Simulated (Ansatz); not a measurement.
Working through a rigid torsion scan of C2H3FO, SMILES CO[C]F

With the Python package of Ansatz (0.2.0).

Run as a notebook:

In [1]:
```python
import ansatz as az
from ase import Atoms
```

In [2]:
```python
atoms = Atoms(['C', 'O', 'C', 'F', 'H', 'H', 'H'], positions=[
    [-0.7815, -0.2204, -0.2217],
    [0.3065, -0.188, 0.6659],
    [1.3279, 0.5355, 0.0368],
    [2.4279, 0.5986, 0.8702],
    [-0.5141, -0.7425, -1.1687],
    [-1.6078, -0.7891, 0.2524],
    [-1.1588, 0.8058, -0.4349],
])
```

In [3]:
```python
first = (
    az.Crystal.molecule_from_ase(atoms).calculation()
    .basis(gaussian='cc-pVDZ')
    .functional('B3LYP')
    .spin('collinear', total=2)
    .relax(force_tolerance=0.02, max_steps=80)
)
atoms.positions = first.run(threads=1).report['positions_ang']
```

In [4]:
```python
start = atoms.get_dihedral(4, 0, 1, 2)
energies = {}
for turn in range(0, 360, 30):
    turned = atoms.copy()
    turned.set_dihedral(4, 0, 1, 2, start + turn, indices=[1, 2, 3])
    base = az.Crystal.molecule_from_ase(turned).calculation()
    base = base.basis(gaussian='cc-pVDZ')
    base = base.functional('B3LYP')
    base = base.spin('collinear', total=2)
    energies[round((start + turn) % 360)] = base.run(threads=1).report['free_energy_ev']
floor = min(energies.values())
print('dihedral H4-C0-O1-C2 (deg)   E - E(min) (kcal/mol)')
for angle, e in sorted(energies.items()):
    print(f'{angle:8d} {23.060548 * (e - floor):14.3f}  ' + '#' * int(30 * (e - floor) / max(max(energies.values()) - floor, 1e-9)))
```
```text
dihedral H4-C0-O1-C2 (deg)   E - E(min) (kcal/mol)
       4          0.922  #####################
      34          0.342  #######
      64          0.000
      94          0.477  ##########
     124          0.905  ####################
     154          0.728  ################
     184          0.623  ##############
     214          1.119  #########################
     244          1.315  ##############################
     274          0.891  ####################
     304          0.616  ##############
     334          0.909  ####################
```

Caveats:
- The scan is rigid and the energies are electronic, in a modest basis. With rigid groups the curve can differ much from the relaxed path, the start wasn't checked as a minimum of this torsion, and equivalent turns needn't return to the same energy.
- The run takes the species as open-shell (spin multiplicity 3), which needn't be its ground state.
- b3lyp holds the VWN-RPA fit, as in Gaussian; the form of ORCA and Turbomole is b3lyp5.
- It ran for 110 s on 1 thread of Arm Neoverse V1 (shared host), peak memory 0.24 GiB.
